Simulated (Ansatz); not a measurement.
**SiH4S: up Jacob's ladder to CCSD(T)**

One table from this session's results is given with a row withheld; the runs are named, their logs left out.

Program: Ansatz 0.2.0, Gaussian basis. Level of theory: functionals in def2-TZVPP, the program's frozen cores in correlated methods. These are calculated values, not measurements.

Levels to be run: LDA (SPW92), PBE-D4, revPBE-D4, BLYP-D4, r2SCAN-D4, B97M-V, PBE0-D4, B3LYP-D4, r2SCANh-D4, r2SCAN0-D4, HSE06-D4, BHLYP-D4, CAM-B3LYP-D4, LC-ωPBE, ωB97X-V, ωB97M-V, B2PLYP, PBE-QIDH; CCSD(T)/def2-SVP; CCSD(T)/def2-TZVPP; MP2/def2-QZVPP; extrapolation to the limit; RPA on PBE.

2 further runs of the same task are left out: 2 that didn't finish.

## Structure used throughout

All runs share one geometry, relaxed beforehand with PBE0-D4 in a triple-zeta def2 set.

SMILES `[SiH3]S`, 6 atoms, charge 0, spin multiplicity 1.

Atoms are counted from 1 here; the program's logs count them from 0.

Bond lengths: Si1–S2 2.137 Å, Si1–H3 1.485 Å, Si1–H4 1.482 Å, Si1–H5 1.485 Å, S2–H6 1.344 Å. Angles: S2–Si1–H3 111.6°, S2–Si1–H4 104.8°, S2–Si1–H5 111.6°, H3–Si1–H4 110.0°, H3–Si1–H5 108.8°, H4–Si1–H5 110.0°, Si1–S2–H6 94.7°.

Set-up of the first run:

Input file in.yaml:

```yaml
crystal:
  periodic: [false, false, false]
  atoms:
    - {symbol: Si, position_ang: [-0.169831, -0.263412, -0.436043]}
    - {symbol: S, position_ang: [0.907337, -0.012564, 1.392833]}
    - {symbol: H, position_ang: [-1.629769, -0.074275, -0.241589]}
    - {symbol: H, position_ang: [0.108639, -1.658316, -0.852549]}
    - {symbol: H, position_ang: [0.299768, 0.681223, -1.481077]}
    - {symbol: H, position_ang: [0.526056, 1.263344, 1.572324]}
basis:
  gaussian: {orbitals: def2-TZVPP}
hamiltonian: {xc: lda}
output: {orbitals: {seedname: orbitals}}
```

Among the steps run: LDA; PBE-D4 (GGA); revPBE-D4 (GGA); BLYP-D4 (GGA); r2SCAN-D4 (meta-GGA); B97M-V (meta-GGA); PBE0-D4 (hybrid); B3LYP-D4 (hybrid); r2SCANh-D4 (hybrid); r2SCAN0-D4 (hybrid); HSE06-D4 (hybrid); BHLYP-D4 (hybrid); CAM-B3LYP-D4 (range-separated); LC-ωPBE-D4 (range-separated; the results give it without D4); ωB97X-V (range-separated); ωB97M-V (range-separated); B2PLYP (double hybrid); PBE-QIDH (double hybrid).

One of the session's tables, all rows but one given; the rest of the session is left out.

It belongs to the step «Orbital energies across the functionals». 

| functional | HOMO (eV) | gap (eV) |
| --- | --- | --- |
| LDA (SPW92) | -6.37 | 5.38 |
| PBE-D4 | -6.29 | 5.53 |
| revPBE-D4 | -6.25 | 5.60 |
| BLYP-D4 | -6.12 | 5.46 |
| r2SCAN-D4 | -6.57 | 6.27 |
| B97M-V | -6.70 | 6.15 |
| PBE0-D4 | -7.52 | 7.60 |
| B3LYP-D4 | -7.27 | 7.11 |
| r2SCANh-D4 | -7.02 | 7.00 |
| r2SCAN0-D4 | ? | ? |
| HSE06-D4 | -7.11 | 6.83 |
| BHLYP-D4 | -8.60 | 9.49 |
| CAM-B3LYP-D4 | -8.83 | 9.86 |
| LC-ωPBE | -10.25 | 12.48 |
| ωB97X-V | -9.88 | 11.97 |
| ωB97M-V | -9.71 | 11.47 |

Q: Estimate the row for r2SCAN0-D4 from the others.

Worked estimate for «HOMO (eV)». Against the share of exact exchange, r2SCAN-D4 (0, -6.57), r2SCANh-D4 (0.1, -7.02) give a slope of -4.50 per unit share; at 0.25 the line stands at -7.69.

**Answer.** HOMO (eV): -7.70; gap (eV): 8.07. In «HOMO (eV)» the line misses by +0.01.
